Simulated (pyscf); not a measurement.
PySCF, gas phase, ωB97X-D3(BJ)/def2-SVP geometries.

Task: PBE/def2-TZVP puts the barrier of H₂N–NH–SiH₃ (SMILES NN[SiH3]) → H₄N₂Si (SMILES N1N[SiH2]1) + H₂ (SMILES [H][H]) (concerted two-bond exchange; singlet surface; H–N, H–Si broken, N–Si, H–H formed) at 263.5 kJ/mol and the reaction energy at +138.1 kJ/mol, from the reactant's lowest minimum found. What do PBE0-D3(BJ)/def2-TZVP, M06-2X/def2-TZVP, ωB97M-D3(BJ)/def2-TZVP give on the same structures?

Result: PBE0-D3(BJ): ΔE‡ = 290.4 kJ/mol, ΔE = +160.2 kJ/mol; M06-2X: ΔE‡ = 301.0 kJ/mol, ΔE = +148.3 kJ/mol; ωB97M-D3(BJ): ΔE‡ = 300.0 kJ/mol, ΔE = +155.0 kJ/mol. PBE's barrier lies under all of them, by 26.8 to 37.5 kJ/mol. Its reaction energy lies under all of them, by 10.2 to 22.1 kJ/mol. At the saddle there is also a short H–Si contact that neither side keeps. The same reactants have a lower exit, to H₂N–SiH₂–NH₂ (barrier +270.5 kJ/mol at ωB97M-D3(BJ)/def2-TZVP, against +300.0 kJ/mol here). H₂N–NH–SiH₃ lies 240.0 kJ/mol over its isomer H₂N–SiH₂–NH₂ (electronic energy, ωB97M-D3(BJ)/def2-TZVP). cyclic H₄N₂Si (SMILES N1N[SiH2]1) lies 263.7 kJ/mol over its isomer H₂N–Si:–NH₂ [singlet] (electronic energy, ωB97M-D3(BJ)/def2-TZVP). This is the saddle that the search found; another between the same sides may lie lower.
